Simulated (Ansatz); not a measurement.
GeCl₂, singlet: vertical spin and charge gaps

Geometry (PBE0/def2-TZVP stationary point for this spin, not checked as a minimum):

```yaml
atoms:
  - { symbol: Ge, position_ang: [0.0000, -0.6920, 0.0000] }
  - { symbol: Cl, position_ang: [0.0000, 0.7089, -1.6730] }
  - { symbol: Cl, position_ang: [0.0000, 0.7089, 1.6730] }
```

Basis cc-pVTZ; Ansatz 0.2.0. Correlated methods freeze the noble-gas cores and the filled d shells of p-block atoms. Prefix R: restricted or restricted open-shell reference; prefix U: unrestricted. Active spaces: valence = (18e, 12o) chosen from the atoms' valence shells. No spin–orbit coupling is included, and no scalar relativity.

Gaps are energies of the second state less the first, at fixed atoms, for a selection of the levels run; each method lands on the state that its own search finds for that charge and spin.

Question: PBE gives 10.100 eV for removing an electron, to the doublet. Estimate what UCCSDT(Q) gives in cc-pVTZ.

Answer: UCCSDT(Q) in cc-pVTZ gives 10.199 eV, so against it PBE is off by -0.099 eV.

```tsv
level	gap (eV)	error (meV)
UCCSD	10.262	63
BCCD(T)	10.231	32
UCCSDT	10.211	12
CASSCF (valence space)	9.305	-894
NEVPT2 (valence space)	9.989	-210
r2SCAN	10.241	42
PBE0	10.289	90
wB97M-V	10.393	194
B2PLYP	10.265	66
```

Functionals correlate the shells that the reference freezes, so part of their error here is the reference's.

Full CI isn't at hand for all of this; UCCSDT(Q) serves as the reference, and is uncertain by about the last step of the cluster series. The frozen core follows each run's orbitals, which can shift R against U totals by a few meV for light atoms and by up to 0.1 eV past Ca.
